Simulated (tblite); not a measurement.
C4H5NO.
SMILES with atom numbers: `[CH2:1]=[CH:2]/[CH:3]=[N:4]\[CH:5]=[O:6]` (hydrogens: H7, H8 on C1; H9 on C2; H10 on C3; H11 on C5)

Computed with GFN2-xTB (tblite), gas phase: Langevin dynamics at 200 K from the optimised GFN2-xTB geometry, time step 0.5 fs, friction 0.01 fs⁻¹, 2000 steps. The instantaneous temperature is 2·E(kin)/(3Nk) with all 3N coordinates.

```tsv
t (fs)	T (K)	E(pot) above start (eV)	C1=C2 (Å)	C2–C3 (Å)	C3=N4 (Å)	N4–C5 (Å)	C5=O6 (Å)	C1–H7 (Å)	C1–C2–C3–N4 (°)
0	176	0.000	1.329	1.451	1.258	1.341	1.203	1.077	179
25	70	0.175	1.333	1.432	1.249	1.344	1.211	1.149	172
50	152	0.175	1.354	1.422	1.271	1.351	1.216	1.062	161
75	133	0.156	1.331	1.451	1.270	1.351	1.196	1.041	159
100	147	0.158	1.302	1.463	1.259	1.371	1.199	1.126	170
125	167	0.135	1.313	1.460	1.265	1.366	1.214	1.064	-174
150	200	0.150	1.344	1.451	1.237	1.334	1.216	1.055	-168
175	181	0.187	1.341	1.417	1.259	1.348	1.190	1.116	-170
200	172	0.206	1.319	1.490	1.290	1.380	1.201	1.078	-178
225	178	0.193	1.317	1.436	1.260	1.366	1.213	1.034	179
250	118	0.163	1.323	1.460	1.238	1.328	1.208	1.105	174
275	128	0.106	1.332	1.474	1.260	1.342	1.194	1.076	174
300	125	0.124	1.333	1.454	1.295	1.329	1.190	1.049	173
325	102	0.163	1.341	1.428	1.271	1.361	1.198	1.113	168
350	153	0.124	1.329	1.449	1.255	1.356	1.225	1.087	174
375	145	0.181	1.319	1.402	1.263	1.338	1.205	1.047	-176
400	172	0.182	1.334	1.466	1.275	1.364	1.187	1.110	-165
425	143	0.224	1.345	1.471	1.250	1.351	1.214	1.077	-178
450	210	0.271	1.321	1.499	1.263	1.348	1.219	1.038	170
475	293	0.293	1.294	1.456	1.272	1.313	1.170	1.115	168
500	284	0.243	1.340	1.449	1.261	1.363	1.207	1.076	176
525	205	0.261	1.361	1.449	1.257	1.354	1.244	1.073	-177
550	140	0.285	1.340	1.418	1.272	1.333	1.212	1.113	-174
575	192	0.233	1.303	1.445	1.240	1.346	1.170	1.032	177
600	143	0.300	1.292	1.449	1.271	1.366	1.231	1.093	178
625	184	0.188	1.330	1.443	1.254	1.343	1.214	1.077	170
650	193	0.159	1.340	1.464	1.267	1.369	1.175	1.066	176
675	191	0.196	1.335	1.458	1.261	1.332	1.216	1.107	178
700	129	0.211	1.326	1.440	1.263	1.331	1.234	1.071	-177
725	200	0.201	1.325	1.460	1.273	1.364	1.196	1.081	173
750	244	0.254	1.328	1.456	1.272	1.370	1.185	1.096	174
775	237	0.187	1.334	1.431	1.260	1.331	1.231	1.063	177
800	269	0.209	1.324	1.418	1.248	1.332	1.194	1.067	-179
825	268	0.253	1.312	1.449	1.262	1.329	1.203	1.115	-175
850	172	0.450	1.343	1.431	1.250	1.328	1.256	1.015	-172
875	306	0.212	1.330	1.465	1.259	1.349	1.196	1.118	-168
900	160	0.241	1.310	1.474	1.263	1.312	1.190	1.095	-169
925	153	0.306	1.332	1.470	1.230	1.306	1.223	1.038	-170
950	202	0.248	1.344	1.431	1.257	1.323	1.217	1.081	179
975	207	0.225	1.326	1.454	1.264	1.321	1.195	1.111	155
1000	179	0.345	1.324	1.447	1.254	1.333	1.192	1.055	154
```

Task: From 500 fs on, how do temperature and potential energy compare with equipartition?

Result: The mean temperature of these 21 frames is 203 K against the target 200 K, and the mean potential energy 0.25 eV against 27 × kT/2 = 0.23 eV for 27 classical harmonic modes. For 11 atoms in a canonical ensemble the temperature itself scatters by T·√(2/(3N)) = 49 K; here its standard deviation is 48 K. The whole run lasts only 10 friction times of 100 fs, so these averages carry a wide statistical error.

Task: What are the kinetic and total energies of the listed frame with the highest potential energy?

Result: The one at 850 fs, 0.450 eV above the start. Its kinetic energy is 3NkT/2 = 0.245 eV at 172 K, so the sum is 0.69 eV; over the listed frames the sum runs from 0.25 to 0.71 eV, since the thermostat adds and removes energy.

Task: How much do the listed bonds fluctuate from 500 fs on?

Result: 
```json
{"bond": "C1=C2", "at the start (Å)": "1.329", "mean (Å)": "1.329", "standard deviation (Å)": "0.015"}
{"bond": "C2–C3", "at the start (Å)": "1.451", "mean (Å)": "1.448", "standard deviation (Å)": "0.015"}
{"bond": "C3=N4", "at the start (Å)": "1.258", "mean (Å)": "1.259", "standard deviation (Å)": "0.010"}
{"bond": "N4–C5", "at the start (Å)": "1.341", "mean (Å)": "1.340", "standard deviation (Å)": "0.018"}
{"bond": "C5=O6", "at the start (Å)": "1.203", "mean (Å)": "1.209", "standard deviation (Å)": "0.022"}
{"bond": "C1–H7", "at the start (Å)": "1.077", "mean (Å)": "1.078", "standard deviation (Å)": "0.027"}
```

The motion is classical and holds no zero-point motion.

What follows is the cost of the whole dynamics run. On an Arm Neoverse N1 with one thread, shared host with 64 logical CPUs at a one-minute load of 57, this took 12 s wall and 0.18 GiB of memory at its peak.
